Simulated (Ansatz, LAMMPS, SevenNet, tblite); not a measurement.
# Ladder of methods for the elastic constant C13 of wurtzite GaN

Reference value: 106 GPa (measured, temperature not stated, no zero-point or thermal correction, our sources range from 92.0 to 106; as tabulated in Oses et al. (2018), arXiv:1811.08464).

| level (code) | value (GPa) | cell (Å³/atom) | difference (%) |
|---|---|---|---|
| ionic model zapol1997 (shell model, LAMMPS) | 142 | 11.63 | +34 |
| GFN1-xTB (tblite) | 42.5 | 12.90 | -60 |
| SevenNet-l3i5 | 86.8 | 11.73 | -18.1 |
| LDA (Ansatz) | 101 | 11.05 | -4.7 |
| PBE (Ansatz) | 80.2 | 11.76 | -24 |
| r²SCAN (Ansatz) | 94.9 | 11.37 | -10.5 |
| HSE06 (Ansatz) | 96.7 | 11.37 | -8.8 |

The levels aren't ranked against this reference (sources at odds).

The reference isn't brought to a static lattice, while the calculations are for one, so the differences are not the levels' errors alone.  GFN1-xTB: the method was fitted mainly to molecules. GFN1-xTB: the run uses a supercell at the zone centre in place of a k mesh. Each level is taken at its own relaxed cell. Cutoffs and k meshes differ between the levels. Ansatz's density-functional and Hartree–Fock values are scalar-relativistic unless marked +SOC, with PAW data made under PBE.

Empirical potentials (ionic model zapol1997) are fitted to chosen data: where that held the value shown, agreement is built in, and what lay outside the fit can be far off. Machine-learned potentials (SevenNet-l3i5) are trained on DFT data: a solid inside that data is no test of them.

Differences are worked out from the printed values.

Ansatz is an electronic-structure program.
